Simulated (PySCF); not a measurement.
Gas-phase reaction: N2H2 + 4 H + 2 SiH2 → 2 H3SiNH2

Energies from PySCF (xtb for GFN2), thermal terms from the rigid-rotor harmonic-oscillator model, ideal gas at 1 bar. † marks an energy on the PBE0/def2-TZVP geometry and frequencies; other levels use their own. Open shells (unrestricted): H (multiplicity 2); the rest are closed-shell singlets. GFN2 has no spin-polarisation term. B3LYP is the form with VWN-RPA correlation. H3SiNH2: computed as isolated molecules; such fragments, hydroxides, amides, oligomers or adducts are transient or little studied in the gas.

GFN2-xTB gives ΔH°(298 K) = -1883 kJ.

Q: What do HF/def2-TZVP†, B3LYP/def2-TZVP†, PBE/def2-SVP give?

A: HF/def2-TZVP†: -1480 kJ; B3LYP/def2-TZVP†: -1676 kJ; PBE/def2-SVP: -1611 kJ. For scale, ΔH°(298 K) is -1883 kJ at this level, -1687 kJ at ωB97M-V/def2-TZVP†, and runs from -1883 to -1418 kJ over the 20 levels computed († marks an energy on the PBE0/def2-TZVP geometry).
